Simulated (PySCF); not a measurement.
# Spin-rotation constants: `[AlH4-]`, [AlH$_{4}$]-, charge -1

Geometry:
```json
{"atom": "Al1", "x (Å)": "-0.006", "y (Å)": "-0.002", "z (Å)": "-0.001"}
{"atom": "H2", "x (Å)": "0.615", "y (Å)": "1.191", "z (Å)": "-0.958"}
{"atom": "H3", "x (Å)": "-1.097", "y (Å)": "0.649", "z (Å)": "1.053"}
{"atom": "H4", "x (Å)": "1.216", "y (Å)": "-0.720", "z (Å)": "0.846"}
{"atom": "H5", "x (Å)": "-0.758", "y (Å)": "-1.128", "z (Å)": "-0.944"}
```

Total charge -1.

Method: GIAO B3LYP/cc-pVTZ magnetisability, rotational g tensor and spin-rotation constants, non-relativistic, gas phase in PySCF 2.14.0. Geometry: PBE0-D3(BJ)/def2-SVP.

For an ion the centre-of-mass motion in the field is neglected.

Task: Give the nuclear spin-rotation constants along the inertial axes (H = +C I·J) beside the isotropic shieldings.

Result: Rotational constants 69.0249, 69.0027, 69.0002 GHz.
| atom | isotope | Caa (kHz) | Cbb (kHz) | Ccc (kHz) | mean (kHz) | σ (ppm) |
| --- | --- | --- | --- | --- | --- | --- |
| Al1 | 27Al | 33.997 | 33.986 | 33.984 | 33.989 | 483.9 |
| H2 | 1H | -1.601 | -1.601 | -1.601 | -1.601 | 28.3 |
| H3 | 1H | -1.601 | -1.601 | -1.601 | -1.601 | 28.3 |
| H4 | 1H | -1.601 | -1.601 | -1.601 | -1.601 | 28.3 |
| H5 | 1H | -1.601 | -1.601 | -1.601 | -1.601 | 28.3 |

Where two moments of inertia are equal or nearly so, the constants along those axes are given as their average.
For the geometry as given, no vibrational averaging.
